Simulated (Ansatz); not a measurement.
Mulliken charges of `C[S](=O)=O` radical from ωB97M-V/def2-TZVPP in Ansatz (PBE0-D4/def2-TZVP geometry).

| atom | x (Å) | y (Å) | z (Å) | charge (e) |
| --- | --- | --- | --- | --- |
| C1 | -0.532 | 0.465 | -0.284 | -0.363 |
| S2 | 0.474 | -0.693 | 0.653 | 0.707 |
| O3 | 0.598 | -1.897 | -0.145 | -0.402 |
| O4 | 1.641 | 0.032 | 1.118 | -0.402 |
| H5 | -1.455 | -0.040 | -0.562 | 0.153 |
| H6 | -0.715 | 1.335 | 0.342 | 0.153 |
| H7 | 0.051 | 0.731 | -1.167 | 0.154 |

By hand: the dipole of these point charges (1 e Å = 4.8032 D).

Σ q r = (-0.696, 0.402, -0.040) e Å, of length 0.805 e Å = 3.87 D.

How does the dipole of the full density compare? (An estimate is asked.)

Computed: (-0.628, 0.439, -0.151) e Å, 3.75 D; the point charges give 1.03 times that, at 10° from its direction.

Point charges leave out the atoms' own dipoles, such as those of lone pairs, and Mulliken's split depends on the basis, so the close match here is no proof of good charges.
